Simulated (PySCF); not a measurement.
# A diatomic session: BS−

What are the lowest state that PBE0 finds, the bond length, vibrational wavenumber and bond energy of BS−, and how much do these hang on the method?

Computed with PySCF 2.14.0. Level: B aug-cc-pVDZ, S aug-cc-pV(D+d)Z, no relativity.

1 further run of the same task is left out (set aside as unsound or not needed).

**1. Set-up**

The job is set up so:

- atoms: B, S
- charge: -1
- basis: B aug-cc-pVDZ, S aug-cc-pV(D+d)Z
- Hamiltonian: no relativity
- basis functions: 55
- electrons treated: 22
- masses in u: 11.0093, 31.9721
- levels: PBE0, PBE, r²SCAN, TPSSh, B3LYP, M06-L, HF, MP2, SCS-MP2, CCSD, CCSD(T)
- grid: 80 radial by 434 angular points
- occupations: held fixed by the projection of orbital angular momentum
- dissociation limit: B + S−, each in its ground configuration
- starting distance in angstrom: 1.900
- values of 2S to try: 0, 2

Launch:

```sh
$ OMP_NUM_THREADS=1 python dia.py task.json out
```

After this run come: First curve: PBE0; PBE (GGA); r²SCAN (meta-GGA); TPSSh (hybrid meta-GGA); B3LYP (global hybrid GGA); M06-L (meta-GGA); RHF (mean field); Adding correlation.

Before running it: what results should come out? Wanted: for each run, Re; ωe; De; μ.

The runs gave:

Lowest PBE0 solution found, without spin–orbit coupling: ¹Σ⁺ (singlet), closed shell.

```csv
level,Re (Å),ωe (cm⁻¹),De (eV),μ (D)
RHF,1.696,1028,4.39,3.32
RHF-MP2,1.704,1002,5.98,n/a
RHF-SCS-MP2,1.705,998,5.77,n/a
RHF-CCSD,1.710,988,5.46,n/a
RHF-CCSD(T),1.716,971,5.67,n/a
PBE,1.708,964,6.22,3.80
r²SCAN,1.702,988,6.07,3.85
M06-L,1.702,994,6.14,3.72
TPSSh,1.705,980,5.86,3.70
B3LYP,1.699,986,5.81,3.67
PBE0,1.697,1002,6.03,3.72
```

De is counted to B + S− in their ground configurations. A positive dipole points from B to S; in an ion it is taken about the centre of mass and does not tell which atom is negative.

In words: Bond lengths run from 1.696 Å (RHF) to 1.716 Å (RHF-CCSD(T)). Among the levels with a De in the table, it runs from 4.39 eV (RHF) to 6.22 eV (PBE).

Correlated steps freeze 6 core orbitals. T1 is 0.022 near the minimum (highest on the curve 0.033), which may point to more than one leading configuration. With some functionals the highest level of the anion is positive, from self-interaction error or because the anion is truly unbound there; the finite basis then holds the extra electron, and no neutral molecule was run to test the binding.
